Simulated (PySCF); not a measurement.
Static response to an electric field

Phosphorus tetramer, P4.
Cartesian coordinates in Å at the PBE0-D3(BJ)/def2-TZVP level; atoms count from 1:
```
atom  x, y, z in Å
P1     1.2256   -0.1911   -0.5329
P2    -0.4532    1.1955   -0.3680
P3    -0.8189   -0.9555   -0.4570
P4     0.0845   -0.0743    1.3250
```

Level: CAM-B3LYP/aug-cc-pVTZ (PySCF), static field, nuclei fixed, core orbitals frozen in the response. The polarisability tensor in these axes (au):

```
x   90.75  0.00  0.00
y    0.00 90.75  0.00
z    0.00  0.00 90.74
```

**Question.** What are the eigenvalues, a third of the trace, and Δα (Δα² = ½Σ(αi − αj)² over the three pairs)?

**Answer.** Principal values 90.74, 90.75 and 90.76 au; mean 90.75 au = 13.45 Å³ = 14.96 × 10⁻⁴⁰ C²·m²/J; Δα = 0.02 au (0 % of the mean). Point group Td makes the tensor isotropic, so any spread comes from the grid or from a geometry that is symmetric only within 0.08 Å.

**Question.** What is the dipole moment?

**Answer.** 0.00 D; point group Td allows none.

**Question.** Form Σ f/ω² (atomic units) for the 10 lowest TDDFT singlets, given as eV and f, and set it beside the mean polarisability, which is this sum over all singlets: 5.31, 0.0000; 5.31, 0.0000; 5.31, 0.0000; 5.48, 0.0000; 5.48, 0.0000; 5.49, 0.0000; 5.61, 0.0182; 5.61, 0.0183; 5.61, 0.0183; 5.96, 0.0155.

**Answer.** They add up to 1.61 au, 1.8 % of the 90.75 au; the largest single term is 0.43 au, from the state at 5.61 eV. Terms in order: 0.00, 0.00, 0.00, 0.00, 0.00, 0.00, 0.43, 0.43, 0.43, 0.32 au. Higher excitations give the rest. The strengths listed sum to 0.070.

**Question.** What would n − 1 = 2πNα be for an ideal gas of these molecules at 350 K and 1 atm, electronic part alone?

**Answer.** N = p/kT = 2.0968 × 10¹⁹ cm⁻³, so n − 1 = 2π × N × 13.45 × 10⁻²⁴ cm³ = 1772 × 10⁻⁶ at long wavelengths, for an ideal gas.

**Question.** Find the Langevin capture rate constant for H3O+ (19.018 u) meeting this molecule (123.895 u), k = 2.342 × 10⁻⁹ cm³/s × √(α in Å³ / reduced mass in u).

**Answer.** The reduced mass is 16.49 u, so k = 2.12 × 10⁻⁹ cm³/s.

**Question.** What molar refraction does this α imply?

**Answer.** Lorentz–Lorenz: R = (4π/3)N_A α = 2.5225 cm³/(mol·Å³) × 13.45 Å³ = 33.9 cm³/mol, in the limit of long wavelengths.

Geometry: PBE0-D3(BJ)/def2-TZVP; no solvent, vibrations or thermal averaging.
